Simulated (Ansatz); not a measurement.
# C3H6O (allyl alcohol): from total energies to a heat of formation

The species is C3H6O (10 atoms), meant as a singlet with charge 0. SMILES: `C=CCO`. The shape is that of a PBE0-D4/def2-TZVP optimisation. This is one conformer, not always the lowest.

```xyz
10

C    -1.0944    0.9475    0.5662
C     0.1418    0.4971    0.4042
C     0.4752   -0.8698   -0.0928
O     1.2889   -0.8327   -1.2502
H    -1.9546    0.3202    0.3508
H    -1.2955    1.9497    0.9267
H     0.9919    1.1418    0.6174
H    -0.4479   -1.4392   -0.2676
H     1.0603   -1.4132    0.6550
H     0.8341   -0.3015   -1.9096
```

Total energies at B2PLYP/cc-pVDZ, 4 core orbitals frozen (Ansatz 0.2.0); the atoms run unrestricted:

```
species    state  energy (Eh)
  C3H6O  singlet  -192.918737
      C  triplet   -37.815961
      O  triplet   -75.014153
      H  doublet    -0.497925
```

Harmonic wavenumbers at PBE0-D4/def2-TZVP, in cm⁻¹: 120, 335, 346, 449, 673, 928, 948, 970, 1037, 1087, 1154, 1229, 1310, 1352, 1408, 1453, 1494, 1724, 3012, 3083, 3147, 3161, 3238, 3853.

Measured heats of formation of the gaseous atoms at 298.15 K, in kJ/mol: C 716.9, O 249.2, H 218.0. Spin-orbit lowering of the atoms at 298 K (mean of the ground term's levels less their thermal mean, from spectra), in kJ/mol: C 0.02, O 0.40. Take 1 Eh = 2625.50 kJ/mol, 1 cm⁻¹ = 0.0119627 kJ/mol, RT = 2.479 kJ/mol.

Q: Work out the heat of formation of the gas at 298 K.

A: 
1. Electronic atomisation energy: 3 × (-37.815961) + (-75.014153) + 6 × (-0.497925) − (-192.918737) = 1.469151 Eh = 3857.3 kJ/mol.
2. Zero-point energy: half the sum of the wavenumbers, 18755.5 cm⁻¹ = 224.4 kJ/mol.
3. Thermal vibrational enthalpy, Σ hcν̃/(exp(hcν̃/kT) − 1): 5.5 kJ/mol. Translation, rotation and pV of a non-linear molecule: 4 RT = 9.9 kJ/mol.
4. The 10 free atoms carry 5/2 RT each: 62.0 kJ/mol.
5. Spin-orbit coupling lowers the free atoms by 3 × 0.02 + 0.40 = 0.5 kJ/mol.
6. Atomisation enthalpy at 298 K: 3857.3 − 0.5 − 224.4 − 5.5 − 9.9 + 62.0 = 3679.0 kJ/mol.
7. Sum of the atoms' heats of formation: 3707.9 kJ/mol. Heat of formation: 3707.9 − 3679.0 = +28.9 kJ/mol.

The tabulated value is -124.5 kJ/mol (CRC Handbook of Chemistry and Physics), so this level is off by +153.4 kJ/mol, or 4.0 % of the atomisation enthalpy that the table implies (3832.3 kJ/mol). A double-zeta basis underbinds. Anharmonicity and any spin-orbit splitting of the molecule are left out, and so is core correlation.
